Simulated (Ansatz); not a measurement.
Results of the Gaussian-basis code of Ansatz.

`CC1N=C(O)O1` at its PBE0-D4/def2-TZVP geometry, where that method's forces vanish. Charge 0, multiplicity 1.

| atom | x (Å) | y (Å) | z (Å) |
| --- | --- | --- | --- |
| C1 | 0.6311 | -0.0778 | -1.4849 |
| C2 | 0.6814 | -0.0436 | 0.0056 |
| N3 | -0.1132 | 0.9929 | 0.6747 |
| C4 | -0.7565 | -0.0111 | 1.1433 |
| O5 | -1.7782 | -0.1387 | 1.9600 |
| O6 | -0.1721 | -1.0973 | 0.6268 |
| H7 | 1.1712 | 0.7861 | -1.8779 |
| H8 | -0.4031 | -0.0292 | -1.8287 |
| H9 | 1.1002 | -0.9867 | -1.8667 |
| H10 | 1.6887 | -0.1416 | 0.4162 |
| H11 | -2.0494 | 0.7470 | 2.2316 |

Question: For each bond, give half the difference of the two atoms' forces along it (eV/Å; positive pushes the atoms apart) under PBE-D4, r2SCAN-D4, B3LYP-D4, ωB97M-V in def2-TZVPP. (Best estimate.)

Answer: The calculation gave: 
| bond | length (Å) | PBE-D4 | r2SCAN-D4 | B3LYP-D4 | ωB97M-V |
| --- | --- | --- | --- | --- | --- |
| C1–C2 | 1.492 | -0.11 | -0.03 | 0.00 | 0.10 |
| C1–H7 | 1.092 | 0.11 | -0.02 | -0.06 | -0.08 |
| C1–H8 | 1.091 | 0.11 | -0.03 | -0.05 | -0.07 |
| C1–H9 | 1.092 | 0.10 | -0.03 | -0.06 | -0.08 |
| C2–N3 | 1.467 | 0.34 | 0.23 | 0.27 | 0.18 |
| C2–O6 | 1.492 | 0.60 | 0.48 | 0.40 | 0.16 |
| C2–H10 | 1.092 | 0.05 | -0.12 | -0.26 | -0.23 |
| N3–C4 | 1.281 | 0.62 | 0.24 | 0.03 | -0.12 |
| C4–O5 | 1.314 | 0.18 | 0.13 | 0.09 | 0.19 |
| C4–O6 | 1.337 | 0.60 | 0.29 | 0.26 | 0.14 |
| O5–H11 | 0.965 | 0.33 | 0.01 | -0.05 | -0.10 |

B3LYP here is the variant with VWN-RPA as its local correlation; programs differ in this.
